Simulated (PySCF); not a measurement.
All of these have the formula C3H4F2O. The calculation used TDDFT PBE0/def2-SVPD, vertical, gas phase, core orbitals frozen in the response in PySCF. Geometries: GFN2-xTB; one conformer of each isolated species. Triplets are in the Tamm–Dancoff approximation.

A. `O=CCC(F)F`
B. `O1[C@H](F)[C@@H]1CF`
C. `CC(=O)C(F)F`

Lowest singlet levels (six at most, fewer where fewer were computed) with oscillator strengths:

1. 293 nm (f 0.000); 163 nm (f 0.012); 161 nm (f 0.024); 154 nm (f 0.023); 152 nm (f 0.049); 143 nm (f 0.033); T1 3.57 eV
2. 291 nm (f 0.000); 164 nm (f 0.000); 163 nm (f 0.037); 148 nm (f 0.026); 144 nm (f 0.032); 144 nm (f 0.000); T1 3.61 eV
3. 148 nm (f 0.014); 146 nm (f 0.020); 143 nm (f 0.026); 139 nm (f 0.003); 138 nm (f 0.041); 133 nm (f 0.020); T1 7.84 eV

Question: Match each spectrum to its molecule.

Answer: 1 = A, 2 = C, 3 = B.
- A: S1 at 4.24 eV, HOMO→LUMO (99%); S1 has the pattern of n→π* at C=O; HOMO -8.04 and LUMO -1.39 eV.
- B: S1 at 8.36 eV, HOMO→LUMO (46%), HOMO→LUMO+1 (38%); Löwdin shares by element: HOMO oxygen 37%, carbon 32% or more, fluorine 10% or more (atoms not listed hold the other 21%); LUMO carbon 48%, fluorine 11% or more (atoms not listed hold the other 41%); HOMO -8.92 and LUMO 0.79 eV.
- C: S1 at 4.26 eV, HOMO→LUMO (99%); S1 has the pattern of n→π* at C=O; HOMO -8.10 and LUMO -1.49 eV; point group Cs, 3 of its 6 listed states under f = 0.0005.
A and C have S1 within 0.03 eV of each other; their strongest listed levels stand at 8.17 eV (f 0.049) and 7.63 eV (f 0.037).
